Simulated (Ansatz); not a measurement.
**Li₂ (triplet): wave-function methods side by side, aug-cc-pVTZ**

Aim: climb from Hartree-Fock through coupled cluster and multireference methods for Li₂ (triplet) at one geometry and basis, and see what each rung misses.

Program: Ansatz 0.2.0, Gaussian basis. Level of theory: aug-cc-pVTZ, core rule «outside noble gas», up to 2 orbitals frozen. These are calculated values, not measurements.

Plan: UHF; CCSD(T) on ROHF; CCSD(T) on UHF; BCCD(T) on ROHF; CASSCF and MRCISD+Q, 2 electrons in 8 orbitals; CASSCF and MRCISD+Q(relaxed), 2 electrons in 8 orbitals; CASSCF and NEVPT2, 2 electrons in 8 orbitals; Full CI.

21 further runs of the same task are left out: 5 for a known fault of the program, 5 that didn't finish, 11 set aside as unsound or not needed.

### Step 1. The geometry

The geometry is a PBE0/def2-TZVPD stationary point (not a proven minimum) of the parent state, kept for this charge and spin.

2 atoms, charge 0, spin multiplicity 3.

Atoms are counted from 1 here; the program's logs count them from 0.

No contacts short enough for the rule that draws bonds.

### Step 2. UHF

The input, in.yaml:

```yaml
crystal:
  periodic: [false, false, false]
  atoms:
    - {symbol: Li, position_ang: [0.000000, 0.000000, 0.000000]}
    - {symbol: Li, position_ang: [0.000000, 0.000000, 3.117600]}
basis:
  gaussian: {orbitals: aug-cc-pVTZ}
magnetization: {spin_polarized: true, initial_magnetization: 2}
hamiltonian: {xc: hf}
output: {orbitals: {seedname: orbitals}}
```

Command:

```
> ansatz run in.yaml --threads 1 --pin off --events-out ev --progress --plain --max-ram 2393MiB
```

The runs that follow: CCSD(T) on ROHF; CCSD(T) on UHF; BCCD(T) on ROHF; CASSCF and MRCISD+Q, 2 electrons in 8 orbitals; CASSCF and MRCISD+Q(relaxed), 2 electrons in 8 orbitals; CASSCF and NEVPT2, 2 electrons in 8 orbitals; Full CI.

Before running them: what should the planned runs give, taken together? Wanted: FCI below the RHF energy; RMP2 from FCI; UMP2 from FCI; RCCSD from FCI; RCCSD(T) from FCI; UCCSD(T) from FCI; NEVPT2 valence from FCI; MRCISD+Q valence from FCI; MRCISD+Q(relaxed) valence from FCI.

As calculated:

```
                          quantity                                                                                                                                   value
          FCI below the RHF energy                                                                                                                              -0.1301 eV
                     RMP2 from FCI                                                                                                                          +1.54 kcal/mol
                     UMP2 from FCI                                                                                                                          +1.51 kcal/mol
                    RCCSD from FCI                                                                                                                           0.00 kcal/mol
                 RCCSD(T) from FCI                                                                                                                           0.00 kcal/mol
                 UCCSD(T) from FCI                                                                                                                          -0.03 kcal/mol
           NEVPT2 valence from FCI                                                                                                                          +0.03 kcal/mol
         MRCISD+Q valence from FCI                                                                                                                           0.00 kcal/mol
MRCISD+Q(relaxed) valence from FCI                                                                                                                           0.00 kcal/mol
 levels within 1 kcal/mol (43 meV)  RCCSD, UCCSD, RCCSD(T), UCCSD(T), BCCD(T), CASSCF valence, NEVPT2 valence, MRCISD valence, MRCISD+Q valence, MRCISD+Q(relaxed) valence
                     T1 diagnostic                                                                                                                                   0.016
    effectively unpaired electrons                                                                                                                                    2.00
```

In words: RCCSD(T) misses by 0.00 kcal/mol, 0.0 % of the correlation energy. One determinant dominates. Of the multireference levels listed MRCISD+Q valence comes nearest in total energy (0.00 kcal/mol), which doesn't show that its space is the better one. These misses are within one basis, not against nature; the frozen cores of restricted and unrestricted runs differ, which can shift their rows. With two correlated electrons CCSD is exact in the basis.
